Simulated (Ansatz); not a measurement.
Ladder of methods for the band gap of zinc-blende ZnSe

Reference value: 2.87 eV (measured, zero-point renormalisation of 0.05 eV added back here (the table's ZPR column); inputs from Chen et al. (2018), doi:10.1103/physrevmaterials.2.073803).

### Question
Which of these levels comes closest to the reference?
(A) PBE+SOC (Ansatz, an electronic-structure program)
(B) r²SCAN+SOC (Ansatz)
(C) LDA+SOC (Ansatz)
(D) HSE06+SOC (Ansatz)

### Answer
D, HSE06+SOC (Ansatz)

| level (code) | value (eV) | error (eV) |
|---|---|---|
| LDA+SOC (Ansatz) | 0.90 (direct) | -1.97 |
| PBE+SOC (Ansatz) | 1.16 (direct) | -1.71 |
| r²SCAN+SOC (Ansatz) | 1.74 (direct) | -1.13 |
| HSE06+SOC (Ansatz) | 2.27 (direct) | -0.60 |

Closest of the ranked levels: HSE06+SOC (-0.60 eV). Farthest off among them: LDA+SOC (-1.97 eV). Of the ranked levels only HSE06+SOC lands within 1 eV. All 4 levels lie below the reference.

Density-functional gaps are differences of (generalised) Kohn–Sham levels of a static lattice; semilocal ones lie below quasiparticle gaps as a rule. Measured gaps hold zero-point and thermal shifts unless a correction is named.  Values are at the measured cell. Cutoffs and k meshes differ between the levels. Ansatz's density-functional and Hartree–Fock values are scalar-relativistic unless marked +SOC, with PAW data made under PBE.

Differences are worked out from the printed values.
